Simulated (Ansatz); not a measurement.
## How methods differ on C2H2P− (SMILES C#C[PH-])

The species is C2H2P− (5 atoms), meant as a singlet with charge -1. As SMILES, `C#C[PH-]`. The shape is that of a GFN2-xTB optimisation.

```xyz
5

C    -1.1107   -0.6085   -0.0011
C     0.0255   -0.1991    0.0753
P     1.6912    0.2305    0.2714
H    -2.1126   -0.9174   -0.1007
H     1.5066    1.4946   -0.2449
```

Quantity: the energy change with the P3–H5 bond stretched from 1.378 to 3.445 Å, in eV. The values are calculated.

```tsv
level	kind	program	value (eV)	CPU time (all runs)
HF/STO-3G (restricted)	Hartree–Fock	Ansatz	7.27	0.27 s
SVWN5/STO-3G (restricted)	LDA	Ansatz	5.34	1.6 s
BLYP/STO-3G (restricted)	GGA	Ansatz	4.68	2.5 s
HSE06/STO-3G (restricted)	range-separated hybrid	Ansatz	5.72	3 s
wB97M-V/STO-3G (restricted)	range-separated hybrid	Ansatz	6.32	40 s
BCCD(T)/STO-3G (restricted)	coupled cluster or CI	Ansatz	?	0.51 s
CCSD(T)/STO-3G (restricted)	coupled cluster or CI	Ansatz	?	0.44 s
CCSDT(Q)/STO-3G (restricted)	coupled cluster or CI	Ansatz	4.48	1.2 s
FCI/STO-3G	exact in the basis	Ansatz	4.43	2.6 min
```

(1) Estimate what the levels marked ? give.

## Answers

(1) As computed at these levels: BCCD(T)/STO-3G (restricted): 4.34 eV; CCSD(T)/STO-3G (restricted): 3.77 eV. Spin-restricted single references rise too steeply as a bond breaks, Hartree–Fock most of all. Perturbation and coupled-cluster corrections on them can overshoot downwards. Sets without diffuse functions describe the anion poorly. The first shape isn't each level's own minimum. The values span 3.77 to 7.27 eV. All rows use very small basis sets, so even the best lies far from the true value. Times are those of the runs behind each value, whatever else they computed, on shared processors of several kinds: orders of magnitude only.
